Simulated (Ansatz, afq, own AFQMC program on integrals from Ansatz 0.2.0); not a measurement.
C2H2F3O, doublet in def2-SVP, levels against AFQMC with the constraint released

```xyz
8

F    -1.4995   -1.1411    2.1684
C    -1.3270   -1.1329    0.8423
F    -2.4840   -0.7986    0.2763
F    -1.0206   -2.3690    0.4568
C    -0.2260   -0.1492    0.4731
O     0.0341   -0.0616   -0.8429
H    -0.4914    0.8545    0.8739
H     0.7009   -0.4235    1.0247
```

Basis def2-SVP. Noble-gas cores (and the filled d shells of Ga–Kr and In–Xe) are frozen. Ansatz 0.2.0 and our own AFQMC program on the same integrals; the CISD trial comes from CCSD amplitudes, and released means the phaseless constraint is let go. Uncertainties: one standard error, sampling alone.

Determinant: UHF, the one that the program's search chose, which needn't be the lowest solution. The geometry is a PBE0/def2-SVP stationary point of this or a neighbouring charge and spin state.

No full CI on the walks' own integrals is used here. The released AFQMC energy serves as the reference, which it does only where one determinant dominates, the energy is flat over the last release times and near the phaseless one (40 meV or 2 meV an electron, half that with transition metals). On small molecules, where full CI could be run and the noise was under 10 meV, such values lay within 10 meV of it in 19 cases of 20, a flattering rate, since the rule was set on those same cases; what remains of the bias isn't in the error bar.

Cautions: the released value is read at 0.60 1/Eh with a noise of 28 meV, more than in the cases checked (meV from the phaseless value at times in 1/Eh: -31 ± 22 at 0.20, -32 ± 21 at 0.40, -44 ± 28 at 0.60).

```
T1 diagnostic                               : 0.0138
weight of the determinant in the CISD state : 0.791
⟨S²⟩ of the determinant                     : 0.758
size of the correlated space                : 37 electrons in 88 orbitals
```

Reference: AFQMC with the constraint released, correlation energy -27.504 ± 0.028 eV.

```
        level  E − E(reference) (meV)  share of correlation (%)
           HF          27504.1 ± 27.5                      0.00
          MP2           1630.7 ± 27.5                     94.07
         CCSD            663.9 ± 27.5                     97.59
      CCSD(T)            101.1 ± 27.5                     99.63
  ph-AFQMC/HF            -15.6 ± 61.9                    100.06
ph-AFQMC/CISD             43.9 ± 31.0                     99.84
```

Released energies are given only where the last usable release times agree within the noise; a slower fall can still hide under it.
